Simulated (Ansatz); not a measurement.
Molecule: AlCl$_{3}$, charge 0, multiplicity 1. 
Structure (B3LYP-D3(BJ)/def2-TZVP (Ansatz, a program for electronic structure) minimum search):
SMILES: [Cl][Al]([Cl])[Cl]
```xyz
4

Al     0.0000     0.0000     0.0000
Cl    -0.0059     2.0762     0.0283
Cl     1.8011    -1.0328    -0.0289
Cl    -1.7952    -1.0434     0.0007
```

Atomisation energy built up term by term with Ansatz (kcal/mol; UHF references for open shells; valence terms freeze the core; atomic spin-orbit terms are left out). CBS(X,Y): correlation extrapolated as X^-3; Hartree-Fock from the larger set.

```
term                                            basis  kcal/mol
-----------------------  ----------------------------  --------
Hartree-Fock                              cc-pV(Q+d)Z       [?]
CCSD correlation         CBS(cc-pV(T+d)Z,cc-pV(Q+d)Z)     62.08
(T)                      CBS(cc-pV(T+d)Z,cc-pV(Q+d)Z)       [?]
core correlation                            cc-pwCVTZ     -0.51
scalar relativity (X2C)    cc-pVTZ-DK against cc-pVTZ     -1.24
sum: De                                                     [?]
```

### Question
What belongs in the gaps?

### Answer

- Hartree-Fock, kcal/mol: 244.21
- (T), kcal/mol: 7.56
- sum: De, kcal/mol: 312.1
